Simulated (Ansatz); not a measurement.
**A reaction path, image by image**

SiH₅O, doublet, from a complex of SiH₄O ([OH][SiH3]) + H to a complex of SiH₃O ([O][SiH3]) + H₂; PBE0-D4/def2-SVP (Ansatz 0.2.0). Settings:

```yaml
hamiltonian: {xc: pbe0, dispersion: d4}
neb:
  images: 3
  climbing: true
  max_iterations: 60
  initial_path: idpp
  spring: 1.0
```

First end:

```
7
angstrom
H -0.6297 -1.5112 -0.0507
O -0.2295 -1.0833 0.7070
Si 0.3349 0.4519 0.5071
H -1.0140 -0.6179 -2.5590
H -0.7503 1.3904 0.1086
H 0.8899 0.8534 1.8198
H 1.3988 0.5167 -0.5327
```

Second end:

```
7
angstrom
H -1.0528 -1.6818 -1.2368
O -0.0819 -0.8839 0.9297
Si 0.4376 0.6511 0.5794
H -1.1238 -1.3630 -1.9095
H -0.6756 1.5542 0.1911
H 0.9966 1.0537 1.9043
H 1.5000 0.6697 -0.4581
```

The ends were relaxed with PBE0-D4 in triple zeta, so they are not quite minima here (largest force components 0.47 and 0.60 eV/Å).

Energies along the converged band: It took 15 iterations. Path lengths are measured after rigid turns and shifts between images are taken out.
| image | path length (Å) | energy (kcal/mol) |
| --- | --- | --- |
| 0 | 0.00 | 0.00 |
| 1 | 0.59 | -0.13 |
| 2 | 1.17 | 0.87 |
| 3 (climbing) | 1.75 | 17.06 |
| 4 | 2.69 | 15.54 |
Energies count from the first end.

The images between the ends:
Image 1:
```json
{"atom": "H1", "x (Å)": "-0.6309", "y (Å)": "-1.3787", "z (Å)": "-0.2358"}
{"atom": "O2", "x (Å)": "-0.2490", "y (Å)": "-1.0363", "z (Å)": "0.5777"}
{"atom": "Si3", "x (Å)": "0.3641", "y (Å)": "0.5115", "z (Å)": "0.5235"}
{"atom": "H4", "x (Å)": "-1.1581", "y (Å)": "-1.0566", "z (Å)": "-2.4435"}
{"atom": "H5", "x (Å)": "-0.6854", "y (Å)": "1.5190", "z (Å)": "0.1683"}
{"atom": "H6", "x (Å)": "0.8874", "y (Å)": "0.7991", "z (Å)": "1.8855"}
{"atom": "H7", "x (Å)": "1.4721", "y (Å)": "0.6420", "z (Å)": "-0.4755"}
```

Image 2:
```json
{"atom": "H1", "x (Å)": "-0.6488", "y (Å)": "-1.2805", "z (Å)": "-0.4301"}
{"atom": "O2", "x (Å)": "-0.2798", "y (Å)": "-0.9958", "z (Å)": "0.4191"}
{"atom": "Si3", "x (Å)": "0.3612", "y (Å)": "0.5418", "z (Å)": "0.4725"}
{"atom": "H4", "x (Å)": "-1.1232", "y (Å)": "-1.3036", "z (Å)": "-1.9887"}
{"atom": "H5", "x (Å)": "-0.6606", "y (Å)": "1.5902", "z (Å)": "0.1543"}
{"atom": "H6", "x (Å)": "0.8544", "y (Å)": "0.7348", "z (Å)": "1.8624"}
{"atom": "H7", "x (Å)": "1.4969", "y (Å)": "0.7132", "z (Å)": "-0.4894"}
```

Image 3:
```json
{"atom": "H1", "x (Å)": "-0.7938", "y (Å)": "-1.3646", "z (Å)": "-0.8012"}
{"atom": "O2", "x (Å)": "-0.2564", "y (Å)": "-0.9860", "z (Å)": "0.4841"}
{"atom": "Si3", "x (Å)": "0.3669", "y (Å)": "0.5791", "z (Å)": "0.4407"}
{"atom": "H4", "x (Å)": "-1.0065", "y (Å)": "-1.3081", "z (Å)": "-1.5912"}
{"atom": "H5", "x (Å)": "-0.6714", "y (Å)": "1.6083", "z (Å)": "0.1366"}
{"atom": "H6", "x (Å)": "0.8546", "y (Å)": "0.7484", "z (Å)": "1.8444"}
{"atom": "H7", "x (Å)": "1.5067", "y (Å)": "0.7229", "z (Å)": "-0.5133"}
```

The band counts as converged below 0.05 eV/Å. The run took about 79 s on 2 CPU threads of an Intel Xeon Platinum 8488C (shared host).
